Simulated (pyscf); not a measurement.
Elementary routes open to CH₄ + O=SiH₂ in the gas phase (singlet surface):
A. H₃C–SiH₂–OH (C–H broken; C–Si, H–O formed)
B. H₃C–O–SiH₃ (C–H broken; C–O, H–Si formed)

PySCF, gas phase, ωB97X-D3(BJ)/def2-SVP geometries. Correlated levels are frozen-core, on RHF or UHF. ΔMP2 is the change of the MP2 total energy from the triple- to the quadruple-zeta basis.

Question: Rank the routes by free-energy barrier at 298 K, lowest first, for CCSD(T)/def2-TZVPP + ΔMP2(QZVPP) energies (ideal gas, 1 atm, RRHO with modes under 100 cm⁻¹ raised to 100, one conformer, R ln 2 for chiral ones without a mode under 150 cm⁻¹).

Answer: A (1.47 eV), B (3.45 eV)

Route A is the fastest of these, ahead of the next by 1.98 eV. The most stable products are those of A (ΔG = -1.47 eV), so kinetics and thermodynamics agree. At 1200 K A is still the fastest. Only these routes are compared; each barrier is that of the saddle found, and lower ones may exist. The CCSD(T) − MP2 part came from Ansatz, without density fitting, on the same reference.
